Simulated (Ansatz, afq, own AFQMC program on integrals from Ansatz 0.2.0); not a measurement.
AFQMC on a folder of integrals that Ansatz 0.2.0 wrote.

```yaml
crystal:
  periodic: [false, false, false]
  atoms:
    - {symbol: Br, position_ang: [0.000000, 0.000000, -1.560333]}
    - {symbol: H, position_ang: [0.000000, 0.000000, -0.037333]}
    - {symbol: S, position_ang: [0.000000, 0.000000, 1.597667]}
basis:
  gaussian: {orbitals: cc-pVTZ}
magnetization: {spin_polarized: true, initial_magnetization: 2}
correlation: {method: ccsd_t, electrons: outside_noble_gas, hamiltonian_folder: ham}
```

```sh
$ ansatz run in.yaml --threads 1 --pin off --events-out ev --progress --plain --max-ram 16896MiB --backend cuda --devices 0, --max-vram 18GiB
```

afq runs on the folder ham with

```
--method phaseless --trial cisd --walkers 2600 --populations 20 --least-time 60 --time-step 0.005 --steps-per-block 50 --equilibration-blocks 28 --max-blocks 4000 --target-error 0.00022 --factor-cut 1e-05 --start spin_pure --seed 193 --release-times 0.24,0.51,0.99,1.62,2.4 --release-step 0.03 --release-every 3 --taylor-order 6
```

Times are imaginary, in 1/Eh. The walk had a cap of 245 s. With eight or more populations the least sampling time is a fifth of least-time, and the error comes from their spread. Filled inner d shells are frozen with the cores.

Output of the walk:

```
orbitals 72  electrons 8 6  factors 485 of 552
reference energy -2970.52500530 Eh
CCSD correlation -0.34607594 Eh in 12 cycles, weight of the determinant in the CISD state 0.8538
energy of the start -2970.868756 Eh
 block  time / (1/Eh)  mean weight  energy / Eh
     1     0.250  0.9997  -2970.863829
     2     0.500  0.9996  -2970.868833
     3     0.750  1.0004  -2970.873060
     4     1.000  1.0005  -2970.876435
     5     1.250  0.9999  -2970.878726
     8     2.000  1.0000  -2970.884306
    11     2.750  1.0004  -2970.884618
    14     3.500  0.9999  -2970.887273
    17     4.250  0.9995  -2970.886105
    20     5.000  0.9998  -2970.886269
    22     5.500  1.0001  -2970.887137
    23     5.750  1.0000  -2970.886544
    26     6.500  0.9997  -2970.886096
    29     7.250  0.9996  -2970.884642
    32     8.000  1.0001  -2970.884856
    35     8.750  0.9995  -2970.885236
    38     9.500  1.0001  -2970.885173
    41    10.250  1.0002  -2970.885520
    44    11.000  1.0000  -2970.885877
    47    11.750  1.0002  -2970.886644
    50    12.500  1.0007  -2970.885959
    53    13.250  1.0001  -2970.886115
    56    14.000  1.0002  -2970.885823
    59    14.750  1.0000  -2970.885690
    62    15.500  0.9995  -2970.885643
    65    16.250  1.0003  -2970.884481
    68    17.000  1.0000  -2970.883710
    71    17.750  1.0003  -2970.886430
    74    18.500  1.0005  -2970.884985
    77    19.250  1.0002  -2970.885231
    78    19.500  0.9999  -2970.885473
error from the spread of 20 populations
released: time / (1/Eh)  energy / Eh  error  mean overlap
  0.24  -2970.886195  0.000205  0.9945
  0.51  -2970.886357  0.000158  0.9913
  0.99  -2970.886777  0.000234  0.9883
  1.62  -2970.886945  0.000222  0.9796
  2.40  -2970.887178  0.000585  0.9725
energy -2970.885522 +/- 0.000184 Eh
(rows thinned)
```

The run passed its tests (sampling time, drift between the halves within three errors, error under three times the target), which doesn't prove that it has relaxed.

Against this walk (error 5.0 meV) on the same determinant: CCSD(T) 21.2 meV higher, CCSDT(Q) 33.0 meV lower. The error is statistical and leaves out the bias of the constraint. The released energies are still falling (meV from the phaseless value at times in 1/Eh: -18 ± 6 at 0.24, -23 ± 4 at 0.51, -34 ± 6 at 0.99, -39 ± 6 at 1.62, -45 ± 16 at 2.40), so they give no level; they do show a bias of the constraint, and the last of them that isn't too noisy lies 6 meV below CCSDT(Q). CCSDT(Q) is the surest value here, so the walk's 33 meV above it is most likely the bias of the constraint with this trial, which can have either sign.

Cautions: constraint bias not in the error; no relativity below Rb; no spin-orbit coupling; inner d shell frozen; lower spins were not checked.

The walk took 2.1 min on 1 × NVIDIA H100 80GB HBM3 with 2 threads of AMD EPYC 7R13 Processor (Zen 3), with other jobs on the host (the card was shared). The log's last line is the phaseless energy.

CCSDT and higher add their correlation energy to the determinant of the CCSD(T) run, since their own runs factorise the integrals more tightly (a shift of under 2 meV). A walk keeps the symmetry of its determinant, which the program's search chose and which needn't be the lowest solution, so a lower state of the same spin and another symmetry isn't excluded.
